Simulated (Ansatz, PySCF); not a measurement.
Molecule: C2H5S (charge 0, doublet). It need not be the lowest isomer of its formula. 
Coordinates optimised at B3LYP-D3(BJ)/def2-TZVP (Ansatz, a first-principles code):
```
S
C 1 1.7031
H 2 1.0784 1 117.39
H 2 1.0789 3 120.79 1 -172.67
C 1 1.8098 2 101.63 3 178.37
H 5 1.0884 1 107.19 2 179.31
H 5 1.0892 6 109.47 1 -119.70
H 5 1.0894 6 109.32 7 -120.69
```
Charge 0, spin multiplicity 2.

Dipole moments at this geometry, in debye (magnitudes).

```json
[
 {"level": "SVWN5/def2-TZVPD", "program": "PySCF", "dipole (D)": "1.49"},
 {"level": "TPSS/def2-TZVPD", "program": "PySCF", "dipole (D)": "1.45"},
 {"level": "BHLYP/def2-TZVPD", "program": "Ansatz", "dipole (D)": "___"},
 {"level": "r2SCANh/def2-TZVPD", "program": "Ansatz", "dipole (D)": "1.48"},
 {"level": "LC-wPBE/def2-TZVPD", "program": "Ansatz", "dipole (D)": "1.49"},
 {"level": "CCSD(T)/aug-cc-pV(D+d)Z", "program": "Ansatz", "dipole (D)": "___"}
]
```

### Question
What belongs in the gaps?

### Answer

- BHLYP/def2-TZVPD, dipole (D): 1.46
- CCSD(T)/aug-cc-pV(D+d)Z, dipole (D): 1.43
